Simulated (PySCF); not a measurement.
Molecule: `C[NH+]1CCC1`, [C₄H₁₀N]+.

Bonds (- single, = double, # triple, : aromatic): C1-N2 1.474 Å, N2-C3 1.517 Å, C3-C4 1.532 Å, C4-C5 1.532 Å, C5-N2 1.517 Å. C1 carries H6, H7, H8; N2 carries H9; C3 carries H10, H11; C4 carries H12, H13; C5 carries H14, H15. Formal charges: N2 +1.

Total charge +1. H11, H12, H15 are cis to C1 on the ring; H10, H13, H14 are trans to C1 on the ring.

Geometry PBE0-D3(BJ)/def2-SVP throughout; GIAO in PySCF 2.14, gas phase, one conformer, non-relativistic; equivalent atoms averaged; basis pcSseg-1.

For orientation, KT2 gives these absolute shieldings σ: C3/C5 119.1, C1 137.9, C4 164.2, N2 186.9, H10/H14 26.71, H11/H15 26.92, H13 28.12, H6/H7/H8 28.11, H12 28.51 ppm.

A run gave: C3/C5 128.8, C1 145.6, C4 172.0, N2 207.4, H10/H14 27.08, H11/H15 27.23, H13 28.30, H6/H7/H8 28.29, H12 28.64 ppm (absolute shieldings σ).

**Question.** Which functional was used in that run?
A. B3LYP
B. PBE0
C. LC-wPBE
D. B97-2

**Answer.** C. C3/C5 tells them apart best: LC-wPBE gives 128.8, B3LYP gives 116.3, B97-2 gives 122.5, PBE0 gives 122.9 ppm.
